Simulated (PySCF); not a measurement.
**Variants of one PySCF input: H2OS**

Base input, run as `OMP_NUM_THREADS=1 python input.py` with PySCF 2.14:

```python
from pyscf import gto, scf

mol = gto.M(
    atom='S 0.1964 0.3402 -0.2315; O -0.4673 -0.8094 0.4145; H 1.4172 0.5501 0.3805; H -0.2322 1.5024 0.3805',
    basis='pcseg-1',
    charge=0,
    spin=0,
    verbose=4,
)
mf = scf.RHF(mol)
mf.kernel()
mf.stability(internal=True, external=True)
mf.dip_moment()
print('orbital energies (hartree):', mf.mo_energy[..., max(0, mol.nelec[1]-3):mol.nelec[0]+3].round(4))
```

Base result: E(SCF) = -473.410797 Eh, 10 cycles, μ(SCF) = 4.24 D, internal stable; real -> complex stable; RHF/RKS -> UHF/UKS stable. 

Hardware: Arm Neoverse N1, 1 thread, shared host. Wall time 1.8 s, peak memory 0.12 GiB.

Each row names what differs from the base; energies in brackets are changes from the base.

| change | result | wall time (s) |
| --- | --- | --- |
| initial guess: minao → 1e | E(SCF) = -473.410797 Eh (+0.0000 eV), 13 cycles, μ(SCF) = 4.24 D, internal stable; real -> complex stable; RHF/RKS -> UHF/UKS stable | 1.6 |
| step after the SCF: stability → tdhf; number of roots: default → 8 | E(SCF) = -473.410797 Eh (+0.0000 eV), 10 cycles, μ(SCF) = 4.24 D, first singlet excitations without spin–orbit coupling 6.63, 7.20, 7.72, 7.73, 8.89 eV | 3.5 |
| step after the SCF: stability → eomee; frozen orbitals: default → 6; number of roots: default → 3 | E(SCF) = -473.410797 Eh (+0.0000 eV), 10 cycles, E(CCSD) − E(SCF) = -0.34662 Eh, μ(SCF) = 4.24 D, excitation roots 5.129, 5.129, 5.344, 5.344 eV | 5.2 |
| functional: none (Hartree–Fock) → pw91; SCF type: RHF → RKS; step after the SCF: stability → analyze | E(SCF) = -474.478911 Eh, 11 cycles, μ(SCF) = 3.25 D | 3.7 |
| geometry: coordinates × 1 → coordinates × 0.3 [unsound on purpose] | E(SCF) = -445.817823 Eh, 14 cycles, μ(SCF) = 1.68 D, internal stable; real -> complex unstable; RHF/RKS -> UHF/UKS unstable | 1.6 |
| step after the SCF: stability → polarizability | E(SCF) = -473.410797 Eh (+0.0000 eV), 10 cycles, μ(SCF) = 4.24 D, α(xx, yy, zz) = 21.6, 23.9, 14.4 bohr³ | 1.4 |
| electric field along z (a.u.): none → -0.01 | E(SCF) = -473.414881 Eh (-0.1111 eV), 10 cycles, μ(SCF) = 4.28 D, internal stable; real -> complex stable; RHF/RKS -> UHF/UKS stable | 1.7 |
| spin (2S): 0 → 1 [unsound on purpose] [runs as restricted open-shell] | stops with RuntimeError (Electron number 26 and spin 1 are not consistent) | 0.84 |
| level shift (hartree): none → 5 [unsound on purpose] | not converged: SCF after 50 cycles | 2 |
